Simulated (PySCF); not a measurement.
Assignment exercise: C₄H₉F

Cartesian coordinates in Å; atom numbers follow the order of the lines, from 1:
```xyz
14

C     1.3589   -0.4485   -0.2176
C     0.0146   -0.0713    0.4002
C    -0.2494    1.4257    0.2697
C    -1.1139   -0.8515   -0.2702
F    -0.9902   -2.1977   -0.0189
H     2.1708    0.0461    0.3095
H     1.3934   -0.1505   -1.2637
H     1.5114   -1.5232   -0.1582
H     0.0245   -0.3445    1.4610
H     0.5495    1.9901    0.7439
H    -0.2962    1.7136   -0.7785
H    -1.1900    1.6969    0.7436
H    -1.0895   -0.7323   -1.3587
H    -2.0945   -0.5532    0.1157
```

PySCF 2.14 calculation with PBE0/pcSseg-1 with gauge-including orbitals, structure optimised with GFN2-xTB and J: B3LYP/pcJ-1 (spin–dipole term only in couplings to heteroatoms); no relativistic terms, fast rotation and ring inversion assumed for equivalent nuclei, a single conformation, no solvent model.

Shifts are taken against calculated references (same method and geometry level): TMS for $^{13}$C, $^{1}$H.

Problem. Assign these signals to the numbered atoms. $^{13}$C{$^{1}$H} NMR (computed): δ 92.9 (d, J = 225.3 Hz), 33.9 (d, J = 16.9 Hz), 20.0 (d, J = 4.7 Hz).

Solution. 
| δ (ppm) | atoms | environment | reason |
| --- | --- | --- | --- |
| 92.9 | C4 | sp3 CH2 bonded to F | pulled downfield by the heteroatom |
| 33.9 | C2 | sp3 CH | aliphatic region, no heteroatom directly attached |
| 20.0 | C1/C3 | methyl carbon | aliphatic region, no heteroatom directly attached |

Problem. Assign these signals to the numbered atoms. $^{1}$H NMR (400 MHz, computed): δ 4.43 (dd, J = 53.5, 5.8 Hz, 2H), 1.88 (d of sept of t, J = 11.8, 7.0, 5.8 Hz, 1H), 0.95 (dd, J = 7.0, 1.2 Hz, 6H).

Solution. 
| δ (ppm) | atoms | environment | reason |
| --- | --- | --- | --- |
| 4.43 | H13/H14 | hydrogen on an sp3 CH2 bonded to F | its carbon carries F, which withdraws density |
| 1.88 | H9 | hydrogen on an sp3 CH | – |
| 0.95 | H6/H7/H8/H10/H11/H12 | hydrogen on a methyl carbon | far from electronegative atoms and π systems |

Common functionals overestimate the size of one-bond C–F couplings by tens of Hz; these are unscaled. Multiplet labels drop couplings under 1 Hz and merge nearly equal ones. Unscaled 3J(H,H) at this level run about 10 % above measured values. Shifts are as computed. Against solution values, carbons near 30 ppm lie about +3 ppm off and those near 130 ppm about +5 ppm. Of 1211 compounds with measured shifts, 218 miss one by over three times the rms of a fit or turn the order of signals round; such compounds aren't used in these exercises. Chain 3J(H,H) values assume equally populated staggered rotamers: (2 J gauche + J anti)/3. Only one conformer was computed, so three-bond couplings in flexible chains and rings are approximate.
